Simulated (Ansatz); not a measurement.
## How far each method lies from full CI for HBMg, singlet

Geometry: a point of a stretch scan, not a stationary point.

```xyz
3

B     0.0000   -0.2447    1.5680
Mg    0.0000   -0.0097   -0.8160
H     0.0000    2.8583    2.8593
```

Basis cc-pVDZ; Ansatz 0.2.0. Only valence electrons are correlated (noble-gas cores frozen), which leaves 6 electrons in 31 orbitals. Prefix R: restricted or restricted open-shell reference; prefix U: unrestricted. Active spaces: valence = (6e, 9o) chosen from the atoms' valence shells; pair = (2e, 2o) about the gap. The metal's outer-core shells are frozen, which leaves out core–valence correlation.

Full CI is exact within this basis and frozen core; it isn't the basis-set limit. The frozen core follows each run's orbitals, which can shift R against U totals by a few meV.

Unrestricted rows (U) aren't spin-pure: their determinants' ⟨S²⟩ exceeds S(S+1) by up to 1.78, so they mix in states of higher spin.

RHF is unstable: UHF (⟨S²⟩ = 1.78) lies 3.16 eV below the lowest RHF solution. Higher spins weren't run at this geometry and may lie near or lower.

```
UHF ⟨S²⟩                          : 1.779
T1 diagnostic (RCCSD)             : 0.1541
largest doubles amplitude (RCCSD) : 0.547
```

| level | E − E(full CI) (kJ/mol) | share of correlation (%) | wall time |
| --- | --- | --- | --- |
| RHF | 560.7 | 0.00 | – |
| UHF | 256.1 | 54.33 | – |
| RMP2 | 232.1 | 58.60 | – |
| UMP2 | 113.5 | 79.76 | – |
| CISD | 134.4 | 76.02 | 0.54 s |
| RCCSD* | 59.7 | 89.35 | – |
| UCCSD* | 30.5 | 94.57 | – |
| RCCSD(T)* | -26.5 | 104.73 | 2.1 s |
| UCCSD(T)* | 17.5 | 96.88 | 7.5 s |
| BCCD(T)* | -4.3 | 100.77 | 2 s |
| RCCSDT* | 1.9 | 99.66 | – |
| UCCSDT | 6.0 | 98.93 | – |
| RCCSDT(Q)* | -4.1 | 100.74 | 3.6 s |
| UCCSDT(Q) | 4.1 | 99.27 | 18 s |
| CASSCF (valence space) | 109.3 | 80.51 | – |
| NEVPT2 (valence space) | 28.6 | 94.89 | 3.1 s |
| MRCISD (valence space) | 3.8 | 99.33 | – |
| MRCISD+Q (valence space) | 0.1 | 99.99 | 4.7 s |

An asterisk marks runs whose energy the program itself flagged as in doubt.

The correlation energy at full CI, counted from RHF, is -5.811 eV. That run took 79 s on 1 thread of Intel Xeon, shared host over 10,116,793 determinants.

Run but not shown, since their state, orbitals or frozen core can't be matched to the reference's or they repeat it: CASSCF (pair space), NEVPT2 (pair space), MRCISD (pair space), MRCISD+Q (pair space).

Times hold each run's SCF and search for its determinant on a shared host, so for small cases they say little of a method's own cost; they ran on 1 thread of Intel Xeon.

More than 5 meV below full CI, which no variational method can be: RCCSD(T), BCCD(T), RCCSDT(Q).

The full-CI state has the irrep A' of Cs, in the program's axes.

Natural occupations of full CI about the gap: 1.903 1.729 1.319 0.654 0.213 0.056 0.040 0.024 0.019 0.008; effectively unpaired electrons, Σ n²(2−n)², 2.00. No single determinant describes this state well, so single-reference rows can miss without a flag.
